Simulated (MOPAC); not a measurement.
MOPAC input (AM1):

```
AM1 FORCE THERMO(298,298) PRECISE LET CHARGE=-1 GEO-OK AUX(PRECISION=9) THREADS=1
C5H4N

N     0.01687283 1   -0.03943254 1    1.40494154 1
C    -0.01575593 1   -0.06608853 1   -1.40213817 1
C    -0.00322517 1    1.10875697 1    0.69662375 1
C     0.02026501 1   -1.18578521 1    0.68961495 1
C     0.00477658 1   -1.28209448 1   -0.71618881 1
C    -0.02010272 1    1.14755707 1   -0.70927436 1
H    -0.02870734 1   -0.05899246 1   -2.50086595 1
H    -0.00592284 1    2.04075633 1    1.28333029 1
H     0.03685506 1   -2.10571958 1    1.29870876 1
H    -0.03609935 1    2.11424244 1   -1.22676557 1
```

From the last part of the output:

```
     H   10   0.024374   0.020000   0.022771   5.745941

          HEAT OF FORMATION =      60.448927 KCALS/MOLE

          ZERO POINT ENERGY      48.529 KCAL/MOL

           NORMAL COORDINATE ANALYSIS (Total motion = 1 Angstrom)

   Root No.       1         2         3         4         5         6         7         8

                 1 A"      2 A"      1 A'      3 A"      2 A'      4 A"      5 A"      6 A"

                 343.5     390.9     654.8     679.4     679.9     790.1     901.5     918.9

           1   -0.0000   -0.0000   -0.0597    0.0000    0.1098    0.0000    0.0000    0.0000
           2   -0.0000   -0.0000   -0.0366   -0.0000   -0.0202    0.0000    0.0000    0.0000
           3   -0.0602   -0.0709   -0.0000   -0.0612    0.0000    0.0276    0.0128    0.0223
           4   -0.0000   -0.0000    0.0739   -0.0000   -0.1174   -0.0000    0.0000   -0.0000
           5   -0.0000   -0.0000    0.0414    0.0000    0.0288   -0.0000    0.0000   -0.0000
           6   -0.0623   -0.0595    0.0000    0.0327   -0.0000   -0.0361    0.0541   -0.0026
           7   -0.0000    0.0000    0.0640    0.0000    0.0464   -0.0000   -0.0000   -0.0000
           8   -0.0000    0.0000   -0.1057    0.0000    0.0129   -0.0000   -0.0000   -0.0000
           9   -0.0244    0.0794   -0.0000    0.0440   -0.0000   -0.0392   -0.0816   -0.0142
          10    0.0000   -0.0000   -0.0724    0.0000   -0.0313   -0.0000    0.0000   -0.0000
          11    0.0000   -0.0000   -0.0444   -0.0000   -0.1053   -0.0000    0.0000   -0.0000
          12    0.0730   -0.0226    0.0000    0.0396    0.0000   -0.0304    0.0181   -0.0996
          13   -0.0000    0.0000   -0.0815   -0.0000   -0.0454    0.0000   -0.0000    0.0000
          14   -0.0000    0.0000    0.1406   -0.0000   -0.0274    0.0000   -0.0000    0.0000
          15   -0.0145    0.1184   -0.0000   -0.0508    0.0000    0.0312   -0.0194    0.0291
          16    0.0000   -0.0000    0.0733   -0.0000    0.0364   -0.0000    0.0000    0.0000
          17    0.0000   -0.0000    0.0253    0.0000    0.1188   -0.0000    0.0000    0.0000
          18    0.0822   -0.0210   -0.0000   -0.0421   -0.0000   -0.0257    0.0167    0.0482
          19   -0.0000   -0.0000    0.0721    0.0000   -0.1108    0.0000   -0.0000   -0.0000
          20   -0.0000   -0.0000   -0.0745    0.0000   -0.0377    0.0000   -0.0000   -0.0000
          21   -0.1708   -0.2097    0.0000    0.1779   -0.0000    0.2013   -0.2837   -0.0917
          22   -0.0000    0.0000    0.0893    0.0000   -0.0580    0.0000    0.0000    0.0000
          23   -0.0000    0.0000   -0.0827    0.0000   -0.0521    0.0000    0.0000    0.0000
          24   -0.0743    0.2425   -0.0000    0.2275   -0.0000    0.2071    0.3820    0.0069
          25    0.0000   -0.0000    0.0104    0.0000   -0.1074    0.0000   -0.0000    0.0000
          26    0.0000   -0.0000   -0.0920    0.0000   -0.0504    0.0000   -0.0000    0.0000
          27    0.2034   -0.1200    0.0000    0.2447   -0.0000    0.0845   -0.0808    0.4630
          28    0.0000   -0.0000   -0.0257   -0.0000    0.0774    0.0000   -0.0000   -0.0000
          29    0.0000   -0.0000    0.0745   -0.0000    0.0898    0.0000   -0.0000   -0.0000
          30    0.2347   -0.0560   -0.0000   -0.0794   -0.0000    0.3170   -0.0508   -0.2223

   Root No.       9        10        11        12        13        14        15        16

                 7 A"      3 A'      4 A'      5 A'      6 A'      7 A'      8 A'      9 A'

                 965.8    1034.8    1141.1    1174.2    1212.7    1268.5    1280.4    1360.8

           1   -0.0000    0.1149   -0.0147   -0.0083    0.0130    0.0151   -0.0490    0.0019
           2   -0.0000    0.0007   -0.0170   -0.0042    0.0137    0.0088    0.0013   -0.0739
           3   -0.0004   -0.0000    0.0000    0.0000   -0.0000   -0.0000    0.0000    0.0000
           4   -0.0000    0.0737   -0.0349   -0.0147   -0.0339   -0.0000    0.0769   -0.0114
           5   -0.0000   -0.0161   -0.0218    0.0068    0.0117   -0.0385    0.0127   -0.0615
           6   -0.0651   -0.0000   -0.0000   -0.0000    0.0000    0.0000   -0.0000    0.0000
           7   -0.0000   -0.0579   -0.0115    0.0245    0.0003    0.0374   -0.0457    0.0795
           8   -0.0000    0.0823    0.0213    0.0068   -0.0002    0.0126    0.0811    0.0396
           9   -0.0344   -0.0000    0.0000    0.0000   -0.0000   -0.0000   -0.0000   -0.0000
          10    0.0000   -0.0218    0.0307   -0.0289    0.0290   -0.0261   -0.0652   -0.0715
          11    0.0000   -0.0670    0.0145   -0.0234   -0.0221    0.0210   -0.0775    0.0317
          12    0.0247    0.0000   -0.0000    0.0000   -0.0000   -0.0000    0.0000    0.0000
          13    0.0000   -0.0595   -0.0126    0.0130   -0.0185   -0.0134    0.0413    0.0910
          14    0.0000    0.0962    0.0371    0.0120    0.0131   -0.0046   -0.0608    0.0526
          15    0.0062   -0.0000   -0.0000   -0.0000    0.0000    0.0000    0.0000   -0.0000
          16    0.0000   -0.0534    0.0088   -0.0143   -0.0132   -0.0076    0.0289   -0.0861
          17    0.0000   -0.0846    0.0068   -0.0204   -0.0287   -0.0008    0.0496    0.0301
          18    0.0688    0.0000   -0.0000    0.0000    0.0000    0.0000   -0.0000    0.0000
          19    0.0000    0.0676   -0.0311   -0.0185   -0.0331   -0.0044    0.0807   -0.0129
          20    0.0000   -0.0371   -0.1805    0.3936   -0.0760    0.1571   -0.0844   -0.1996
          21    0.2800   -0.0000   -0.0000   -0.0000    0.0000    0.0000    0.0000    0.0000
          22    0.0000   -0.1485   -0.0563    0.1362    0.3419   -0.1391    0.0385    0.1206
          23    0.0000    0.0170   -0.0101    0.0774    0.2197   -0.1001    0.1362    0.0627
          24    0.1221    0.0000    0.0000    0.0000   -0.0000    0.0000   -0.0000   -0.0000
          25   -0.0000   -0.0939    0.2655    0.0227    0.1359    0.2506    0.1140   -0.1114
          26   -0.0000   -0.0141   -0.1376   -0.0547   -0.0877   -0.1571   -0.1938    0.0517
          27   -0.1221    0.0000    0.0000    0.0000   -0.0000    0.0000    0.0000    0.0000
          28   -0.0000   -0.0049    0.2591    0.2181   -0.1921   -0.2009    0.0153   -0.0404
          29   -0.0000   -0.1039   -0.1271   -0.1402    0.0662    0.1010    0.0628    0.0085
          30   -0.2762    0.0000   -0.0000    0.0000    0.0000   -0.0000    0.0000    0.0000

   Root No.      17        18        19        20        21        22        23        24

                10 A'     11 A'     12 A'     13 A'     14 A'     15 A'     16 A'     17 A'

                1466.7    1561.1    1677.3    1757.5    3149.0    3159.2    3179.5    3199.2

           1    0.0095    0.0650   -0.0372   -0.0824   -0.0012    0.0013    0.0000    0.0008
           2    0.0715   -0.0254    0.1594   -0.0638   -0.0036   -0.0024   -0.0007    0.0006
           3   -0.0000    0.0000   -0.0000    0.0000    0.0000   -0.0000   -0.0000    0.0000
           4   -0.0202    0.0696    0.0546    0.0370   -0.0015    0.0016   -0.0544   -0.0169
           5    0.0953    0.0339   -0.1290    0.0887    0.0004    0.0016   -0.0000   -0.0012
           6   -0.0000   -0.0000    0.0000   -0.0000   -0.0000    0.0000    0.0000   -0.0000
           7    0.0451   -0.0133    0.0343    0.1581    0.0065    0.0300    0.0014    0.0039
           8   -0.0341   -0.0558   -0.0750    0.1166   -0.0063   -0.0459    0.0012   -0.0084
           9    0.0000    0.0000    0.0000   -0.0000   -0.0000    0.0000    0.0000   -0.0000
          10   -0.0537   -0.0356    0.0909    0.1074   -0.0338    0.0037    0.0012    0.0014
          11   -0.0217    0.0757   -0.1159   -0.0362   -0.0509    0.0094    0.0021    0.0021
          12    0.0000   -0.0000    0.0000   -0.0000    0.0000   -0.0000   -0.0000    0.0000
          13    0.0576   -0.0645   -0.0029   -0.1153   -0.0008    0.0003   -0.0018   -0.0002
          14   -0.0157   -0.0690    0.0264   -0.0631   -0.0019   -0.0001   -0.0001    0.0009
          15   -0.0000    0.0000   -0.0000    0.0000    0.0000   -0.0000   -0.0000    0.0000
          16   -0.0403   -0.0731   -0.1445   -0.0776   -0.0005    0.0050    0.0054   -0.0236
          17   -0.0637    0.0524    0.1166   -0.0259   -0.0003    0.0048    0.0147   -0.0444
          18    0.0000   -0.0000   -0.0000    0.0000   -0.0000    0.0000    0.0000   -0.0000
          19   -0.0167    0.0625    0.0479    0.0243    0.0269   -0.0286    0.6831    0.1888
          20   -0.1968   -0.0409   -0.0087   -0.0332   -0.0000   -0.0006    0.0081    0.0012
          21    0.0000   -0.0000   -0.0000    0.0000   -0.0000    0.0000   -0.0000   -0.0000
          22   -0.0915    0.1516    0.0134   -0.0992   -0.0679   -0.3695    0.0037   -0.0510
          23   -0.1214    0.0486   -0.0523   -0.0507    0.1054    0.5758   -0.0055    0.0767
          24    0.0000   -0.0000    0.0000    0.0000   -0.0000   -0.0000    0.0000   -0.0000
          25    0.0765    0.1284   -0.0375   -0.0609    0.4129   -0.0584   -0.0114   -0.0132
          26   -0.0967   -0.0352   -0.0193    0.0521    0.6449   -0.0917   -0.0174   -0.0204
          27    0.0000   -0.0000    0.0000   -0.0000   -0.0000    0.0000   -0.0000    0.0000
          28    0.0361    0.1478    0.1062   -0.0244    0.0020   -0.0457   -0.1004    0.2860
          29   -0.1019   -0.0620   -0.0262   -0.0366    0.0033   -0.0905   -0.1874    0.5432
          30    0.0000   -0.0000   -0.0000    0.0000   -0.0000    0.0000    0.0000   -0.0000

           MASS-WEIGHTED COORDINATE ANALYSIS (NORMAL COORDINATES)

   Root No.       1         2         3         4         5         6         7         8

                 1 A"      2 A"      1 A'      3 A"      2 A'      4 A"      5 A"      6 A"

                 343.5     390.9     654.8     679.4     679.9     790.1     901.5     918.9

           1   -0.0000   -0.0000   -0.2415    0.0000    0.4621    0.0000    0.0000    0.0000
           2   -0.0000   -0.0000   -0.1480   -0.0000   -0.0851    0.0000    0.0000    0.0000
           3   -0.3634   -0.3792   -0.0000   -0.4112    0.0000    0.1993    0.0793    0.1258
           4   -0.0000   -0.0000    0.2769   -0.0000   -0.4575   -0.0000    0.0000   -0.0000
           5   -0.0000   -0.0000    0.1553    0.0000    0.1124   -0.0000    0.0000   -0.0000
           6   -0.3483   -0.2948    0.0000    0.2035   -0.0000   -0.2416    0.3096   -0.0135
           7   -0.0000    0.0000    0.2399    0.0000    0.1809   -0.0000   -0.0000   -0.0000
           8   -0.0000    0.0000   -0.3963    0.0000    0.0502   -0.0000   -0.0000   -0.0000
           9   -0.1365    0.3934   -0.0000    0.2737   -0.0000   -0.2625   -0.4671   -0.0739
          10    0.0000   -0.0000   -0.2713    0.0000   -0.1221   -0.0000    0.0000   -0.0000
          11    0.0000   -0.0000   -0.1662   -0.0000   -0.4106   -0.0000    0.0000   -0.0000
          12    0.4081   -0.1118    0.0000    0.2464    0.0000   -0.2033    0.1036   -0.5199
          13   -0.0000    0.0000   -0.3055   -0.0000   -0.1771    0.0000   -0.0000    0.0000
          14   -0.0000    0.0000    0.5270   -0.0000   -0.1069    0.0000   -0.0000    0.0000
          15   -0.0810    0.5862   -0.0000   -0.3157    0.0000    0.2089   -0.1111    0.1517
          16    0.0000   -0.0000    0.2748   -0.0000    0.1418   -0.0000    0.0000    0.0000
          17    0.0000   -0.0000    0.0949    0.0000    0.4631   -0.0000    0.0000    0.0000
          18    0.4596   -0.1040   -0.0000   -0.2618   -0.0000   -0.1718    0.0954    0.2514
          19   -0.0000   -0.0000    0.0783    0.0000   -0.1251    0.0000   -0.0000   -0.0000
          20   -0.0000   -0.0000   -0.0809    0.0000   -0.0426    0.0000   -0.0000   -0.0000
          21   -0.2765   -0.3009    0.0000    0.3206   -0.0000    0.3904   -0.4704   -0.1386
          22   -0.0000    0.0000    0.0969    0.0000   -0.0655    0.0000    0.0000    0.0000
          23   -0.0000    0.0000   -0.0897    0.0000   -0.0588    0.0000    0.0000    0.0000
```

The dipole moment of an ion depends on the origin.
